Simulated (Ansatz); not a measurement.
Barrier height from H2 + O to the transition structure H2O, without zero-point energy, on the benchmark's geometries as Psi4's copy of the set gives them.
Transition structure (charge 0, multiplicity 3):
```json
[
 {"atom": "H", "x (Å)": "0.0000", "y (Å)": "0.0000", "z (Å)": "-0.8603"},
 {"atom": "O", "x (Å)": "0.0000", "y (Å)": "0.0000", "z (Å)": "0.3290"},
 {"atom": "H", "x (Å)": "0.0000", "y (Å)": "0.0000", "z (Å)": "-1.7719"}
]
```

Open shells are unrestricted; no spin–orbit coupling.

Frozen-core correlation.

Programs: Ansatz (a program for electronic structure) with Gaussian orbitals. Each number belongs to the level named beside it.

| level | barrier height (kcal/mol) |
|---|---|
| HF/aug-cc-pVTZ | 32.63 |
| HF/aug-cc-pVQZ | 32.75 |
| BHLYP/def2-TZVPPD | 13.86 |
| MP2/cc-pVDZ | 19.88 |
| CCSD/aug-cc-pVDZ | [?] |
| CCSD(T)/aug-cc-pVDZ | [?] |
| CCSD(T)/cc-pVDZ | 18.66 |
| CCSDT/cc-pVDZ | 18.52 |
| CCSDT(Q)/cc-pVDZ | 18.41 |

Task: Complete the blanks.

Result: 
- CCSD/aug-cc-pVDZ, barrier height (kcal/mol): 15.55
- CCSD(T)/aug-cc-pVDZ, barrier height (kcal/mol): 14.15
